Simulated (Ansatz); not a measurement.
The cluster P₅⁺, relaxed as a singlet with RKS B3LYP-D4/def2-SVP in Ansatz, starting from the GFN1-xTB geometry. Force threshold 0.02 eV/Å.

The restricted singlet is unstable towards broken spin symmetry at other levels; at B3LYP-D4/def2-SVP this wasn't settled. Another isomer (singlet) lies 2.13 eV lower at PBE0-D4/def2-TZVP; other spin states weren't run for this one.

Start:

```xyz
5

P     0.983    1.259    1.733
P     0.942   -0.064   -0.005
P     1.040    2.115   -0.126
P    -1.993   -2.392   -1.150
P    -0.972   -0.917   -0.452
```

(1) Estimate the energy that the relaxation releases and the steps that it takes.

(2) Does the start keep its bonding and symmetry?

(3) Predict the relaxed structure.

Results:

(1) 0.32 eV, in 10 steps; 6.5 s on 4 threads of Arm Neoverse V2 on a shared host. The force fell under the threshold at step 9, but the optimiser went on. No frequencies were taken in this run, so the end may be a saddle point.

(2) By distances, no bond broke or formed. The bond that changes most is P2–P5, from 2.14 to 2.59 Å (atoms count from 1). Point group Cs at the start, Cs at the end, both within 0.05 Å.

(3) 
Cartesian coordinates in Å:
```
P 1.0439 1.2549 1.7471
P 1.0623 -0.0451 0.0091
P 1.1009 2.1202 -0.1368
P -1.8390 -2.5069 -1.1990
P -1.3681 -0.8232 -0.4205
```
Bond lengths: 4 × P–P 1.91 to 2.17 Å.
